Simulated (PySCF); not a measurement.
Point-charge models of `[BH3-][NH3+]` against its computed dipole.

Coordinates (PBE0-D3(BJ)/def2-TZVP, Å) and charges (e) from the PBE0/pcSseg-2 density (PySCF):

```csv
atom,x,y,z,Mulliken,IAO,Hirshfeld,ESP-fitted
B1,-0.820,0.048,0.107,-0.0470,-0.3901,-0.0938,+0.2346
N2,0.801,-0.054,-0.110,-0.1953,-0.4398,-0.0977,-0.4927
H3,-1.307,-0.402,-0.907,-0.1006,-0.0255,-0.1060,-0.2041
H4,-1.053,-0.623,1.090,-0.1008,-0.0256,-0.1061,-0.2039
H5,-1.047,1.228,0.267,-0.1007,-0.0255,-0.1060,-0.2022
H6,1.297,0.303,0.700,+0.1816,+0.3022,+0.1699,+0.2868
H7,1.093,0.484,-0.919,+0.1814,+0.3021,+0.1699,+0.2911
H8,1.088,-1.017,-0.253,+0.1815,+0.3021,+0.1699,+0.2904
```

**Question.** What dipole does each set of charges give (1 e·Å = 4.803 D), and what does the density give?

**Answer.** The full density gives (5.38, -0.34, -0.72) D, 5.43 D in size; dipole vectors point from the negative to the positive end.

| scheme | μx | μy | μz | size (D) | share of the full size (%) | angle to the full dipole (°) |
| --- | --- | --- | --- | --- | --- | --- |
| Mulliken | 4.11 | -0.26 | -0.55 | 4.16 | 77 | 0 |
| IAO | 5.31 | -0.33 | -0.71 | 5.37 | 99 | 0 |
| Hirshfeld | 4.57 | -0.29 | -0.61 | 4.62 | 85 | 0 |
| ESP-fitted | 5.34 | -0.33 | -0.73 | 5.40 | 99 | 0 |

**Question.** Which set comes closest?

**Answer.** Length of the difference vector: ESP-fitted 0.03 D, IAO 0.07 D, Hirshfeld 0.82 D, Mulliken 1.28 D. Closest: ESP-fitted. 

**Question.** What is left for the Hirshfeld atoms' own dipoles?

**Answer.** The shares of the density sum to the whole, so what Σ q r misses lies in dipoles about the nuclei. The atomic dipoles sum to (5.38, -0.34, -0.72) − (4.57, -0.29, -0.61) = (0.81, -0.05, -0.11) D, 0.82 D in size.

**Question.** With the origin at the mean of the coordinates, (0.006, -0.004, -0.003) Å, which are the largest single terms, by size, of the IAO dipole along the direction of the full one?

**Answer.** N2 -1.70, H7 +1.69, H8 +1.69, H6 +1.69, B1 +1.57 D; all 8 atoms together +5.37 D. The single terms depend on the origin, their sum doesn't.

**Question.** Give the size of the full dipole in other units.

**Answer.** 5.43 D = 2.138 au = 1.131 e·Å = 18.13 × 10⁻³⁰ C·m.

Geometry: PBE0-D3(BJ)/def2-TZVP; no solvent, vibrations or thermal averaging.

These values come from a run that also computed NMR shieldings. Time: 6.2 s; peak memory 0.57 GiB. Hardware: an Arm Neoverse V1 with one thread, shared host with 32 logical CPUs at a one-minute load of 12.
